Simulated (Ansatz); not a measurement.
This geometry of C2H5FOS (10 atoms, charge 0, multiplicity 1) is a first-order saddle point.

The calculation used Ansatz 0.2.0, RHF/def2-SVP.

```xyz
10
Properties=species:S:1:pos:R:3
C -1.032 -0.009 0.207
C 0.419 -0.040 -0.217
O 0.616 0.605 -1.409
F 0.773 -1.342 -0.383
S 1.558 0.751 0.967
H -1.626 -0.514 -0.556
H -1.170 -0.522 1.158
H -1.367 1.021 0.298
H 0.725 -0.039 -2.094
H 1.188 0.037 2.032
```

(1) Which two structures does it join? (They come from a converged band through this point; their orientation in space is the band's.)

(2) How far does it lie above each of them?

Answers

(1) No bond is made or broken. The dihedral S5–C2–O3–H9 goes from 56 to -180°.

Image 0:

```xyz
10
Properties=species:S:1:pos:R:3
C -1.138 -0.005 0.207
C 0.298 -0.098 -0.242
O 0.406 0.395 -1.500
F 0.666 -1.405 -0.238
S 1.479 0.804 0.842
H -1.753 -0.575 -0.488
H -1.247 -0.417 1.208
H -1.460 1.034 0.207
H 1.303 0.331 -1.800
H 1.530 -0.114 1.808
```

Image 8:

```xyz
10
Properties=species:S:1:pos:R:3
C -0.989 0.009 0.149
C 0.484 -0.079 -0.190
O 0.790 0.508 -1.379
F 0.799 -1.399 -0.256
S 1.572 0.739 1.019
H -1.563 -0.515 -0.619
H -1.195 -0.466 1.107
H -1.302 1.050 0.188
H 0.259 0.134 -2.068
H 1.226 -0.032 2.052
```

(2) 0.155 eV above the first and 0.031 eV above the second. This is the barrier of this one path; another mechanism may lie lower.

The run took 70 s on 1 thread of Intel(R) Xeon(R) 6975P-C (Granite Rapids) (shared host), peak memory 0.21 GiB.
